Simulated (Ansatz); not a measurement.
Results of PBE0 in Ansatz (plane waves, PAW) for solid CO2 (dry ice).

Run with plane-wave cutoff 460 eV, 4×4×4 k mesh, Fermi–Dirac smearing 0.01 eV, scalar-relativistic PAW data made under PBE.

Cell (measured lattice):

```cif
data_C4O8
_chemical_formula_sum 'C4 O8'
_space_group_name_H-M_alt 'P 1'
_space_group_IT_number 1
_cell_length_a 5.56000
_cell_length_b 5.56000
_cell_length_c 5.56000
_cell_angle_alpha 90.000
_cell_angle_beta 90.000
_cell_angle_gamma 90.000
loop_
_space_group_symop_operation_xyz
  'x, y, z'
loop_
_atom_site_label
_atom_site_type_symbol
_atom_site_fract_x
_atom_site_fract_y
_atom_site_fract_z
_atom_site_occupancy
C1 C 0.00000 0.50000 0.50000 1
C2 C 0.50000 0.00000 0.50000 1
C3 C 0.00000 0.00000 0.00000 1
C4 C 0.50000 0.50000 0.00000 1
O1 O 0.88002 0.61998 0.38002 1
O2 O 0.38002 0.88002 0.61998 1
O3 O 0.88002 0.88002 0.88002 1
O4 O 0.11998 0.11998 0.11998 1
O5 O 0.61998 0.38002 0.88002 1
O6 O 0.61998 0.11998 0.38002 1
O7 O 0.38002 0.61998 0.11998 1
O8 O 0.11998 0.38002 0.61998 1
```

**Question.** Predict the band gap.

**Answer.** 
* **band gap**: 9.47 eV (on the SCF k mesh) (direct)

Note: cell and atoms aren't relaxed at this level (largest force component 0.09 eV/Å, pressure 0.8 GPa).

Static lattice: no zero-point or thermal effects.

Ansatz is a program for electronic structure.
